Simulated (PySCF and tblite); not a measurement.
The numbers below are computed, except where a source is named.
2 E/Z isomers of C₅H₈O, numbered alike:

```
isomer                                     SMILES  descriptors
     A  [CH2:1]=[CH:2]/[CH:3]=[CH:4]/[O:5][CH3:6]        3=4 E
     B  [CH2:1]=[CH:2]/[CH:3]=[CH:4]\[O:5][CH3:6]        3=4 Z
```

Each isomer is a Boltzmann average at 298.15 K over at most 6 conformers: GFN2-xTB geometries, energies r2SCAN/def2-TZVP (D3(BJ) added where defined), GIAO shieldings PBE0/pcSseg-1, GFN2-xTB thermal terms. Programs: PySCF with density fitting and tblite.

What shifts does each isomer give (ppm; of two unlike H on one atom, a is the less shielded)?


A: ¹H (against TMS): 6.81 (H4, 1H), 6.35 (H2, 1H), 5.48 (H3, 1H), 5.27 (H1a, 1H), 5.06 (H1b, 1H), 3.74 (H6, 3H). ¹³C (against TMS): 160.6 (C4), 141.3 (C2), 117.1 (C1), 111.1 (C3), 56.6 (C6).

B: ¹H (against TMS): 7.07 (H2, 1H), 5.98 (H4, 1H), 5.30 (H3, 1H), 5.19 (H1a, 1H), 5.15 (H1b, 1H), 3.81 (H6, 3H). ¹³C (against TMS): 154.5 (C4), 138.2 (C2), 118.0 (C1), 115.3 (C3), 60.3 (C6).

Which carbons tell the isomers apart best?

C4: 160.6 in A, 154.5 in B; C3: 111.1 in A, 115.3 in B; C6: 56.6 in A, 60.3 in B ppm.

Shifts are unscaled: against experiment ¹³C can be off by 15 ppm or more and ¹H by 0.8 ppm. The search found a single conformer for at least one isomer; other rotamers may be missing.
